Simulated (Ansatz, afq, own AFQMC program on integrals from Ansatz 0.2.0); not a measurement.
AFQMC on a folder of integrals that Ansatz 0.2.0 wrote.

```yaml
crystal:
  periodic: [false, false, false]
  atoms:
    - {symbol: Al, position_ang: [0.000000, 0.000000, 0.000000]}
basis:
  gaussian: {orbitals: 6-31G}
magnetization: {spin_polarized: false, initial_magnetization: 1}
correlation: {method: ccsd_t, electrons: outside_noble_gas, hamiltonian_folder: ham}
```

```sh
$ ansatz run in.yaml --threads 1 --pin off --events-out ev --progress --plain --max-ram 1843MiB
```

Options of the walk:

```
--method phaseless --trial cisd --walkers 200 --populations 1 --least-time 40 --time-step 0.005 --steps-per-block 50 --equilibration-blocks 28 --max-blocks 300 --target-error 0.00021 --factor-cut 1e-05 --start spin_pure --seed 8671 --release-times 0.24,0.5,1,1.5 --release-step 0.02 --release-every 4 --taylor-order 6
```

Times are imaginary, in 1/Eh. The walk had a cap of 337 s.

afq prints:

```
orbitals 8  electrons 2 1  factors 29 of 59
reference energy -241.85416873 Eh
CCSD correlation -0.02923008 Eh in 10 cycles, weight of the determinant in the CISD state 0.9516
energy of the start -241.883399 Eh
 block  time / (1/Eh)  mean weight  energy / Eh
     1     0.250  1.0000  -241.883400
     2     0.500  1.0001  -241.883409
     3     0.750  0.9998  -241.883419
     4     1.000  1.0001  -241.883423
     5     1.250  1.0001  -241.883434
     8     2.000  1.0000  -241.883478
    13     3.250  0.9999  -241.883527
    25     6.250  1.0000  -241.883656
    37     9.250  0.9996  -241.883619
    49    12.250  0.9999  -241.883490
    61    15.250  1.0000  -241.883623
    73    18.250  1.0002  -241.883532
    85    21.250  1.0004  -241.883563
    97    24.250  1.0000  -241.883510
   109    27.250  1.0002  -241.883537
   121    30.250  0.9997  -241.883493
   133    33.250  1.0000  -241.883556
   145    36.250  1.0000  -241.883474
   157    39.250  0.9999  -241.883601
   161    40.250  0.9999  -241.883828
   169    42.250  1.0000  -241.883530
   177    44.250  1.0001  -241.883437
   181    45.250  1.0007  -241.883443
   185    46.250  1.0001  -241.883483
blocks merged  error / Eh  count
     1  0.000005  160
     2  0.000006  80
     4  0.000007  40
     8  0.000009  20
    16  0.000011  10
released: time / (1/Eh)  energy / Eh  error  mean overlap
  0.24  -241.883527  0.000008  1.0011
  0.50  -241.883530  0.000008  0.9993
  1.00  -241.883539  0.000008  0.9948
  1.50  -241.883542  0.000008  0.9962
energy -241.883525 +/- 0.000009 Eh
(rows thinned)
```

The run failed at least one of its tests; the cautions name the faults.

Against this walk (error 0.2 meV) on the same determinant: CCSD(T) 0.6 meV higher, full CI (a separate run on its own orbitals, whose frozen core shifts it by up to a few meV) 0.9 meV lower. The error is statistical and leaves out the bias of the constraint. Released to 1.50 1/Eh the energy moves by -0.4 ± 0.3 meV (both errors), within twice the noise.

Cautions: constraint bias not in the error; error not settled; full CI with its own frozen core.

The walk took 25 s on 1 thread of Arm Neoverse V1, on a shared host. The log's last line is the phaseless energy.

A walk keeps the symmetry of its determinant, which the program's search chose and which needn't be the lowest solution, so a lower state of the same spin and another symmetry isn't excluded.
